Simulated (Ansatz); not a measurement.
Relaxation of C2H4O2 (8 atoms, charge 0, multiplicity 1), to a largest force component of 0.015 eV/Å in at most 40 steps.

The calculation used Ansatz 0.2.0, RKS B3LYP-D4/def2-SVP.

```xyz
8
Properties=species:S:1:pos:R:3
O -0.646 -0.209 -1.611
C 0.170 0.319 -0.902
C 0.209 0.059 0.575
O -0.774 -0.714 1.042
H 0.967 0.965 -1.326
H 1.174 -0.455 0.806
H 0.261 1.016 1.120
H -1.269 -1.038 0.240
```

Q: Where does it end, and by what steps?

A: The forces met the threshold. After 7 steps the energy has fallen by 0.135 eV; H6 moved furthest, 0.09 Å.

```
step  energy less start (eV)  largest force component (eV/Å)  accepted
   0                  0.0000                           2.772       yes
   1                 -0.1026                           0.817       yes
   2                 -0.1213                           0.570       yes
   3                 -0.1215                           0.527       yes
   4                 -0.1334                           0.079       yes
   5                 -0.1350                           0.021       yes
   6                 -0.1351                           0.022       yes
   7                 -0.1352                           0.009       yes
```

```xyz
8
Properties=species:S:1:pos:R:3
O -0.685 -0.189 -1.582
C 0.184 0.291 -0.894
C 0.241 0.037 0.592
O -0.794 -0.783 1.020
H 0.984 0.945 -1.323
H 1.242 -0.395 0.814
H 0.231 1.029 1.096
H -1.312 -0.992 0.222
```

Whether the end is a true minimum wasn't checked by a vibrational analysis.

Time of the run: 17 s on 1 thread of Arm Neoverse V2 (shared host), peak memory 0.14 GiB.
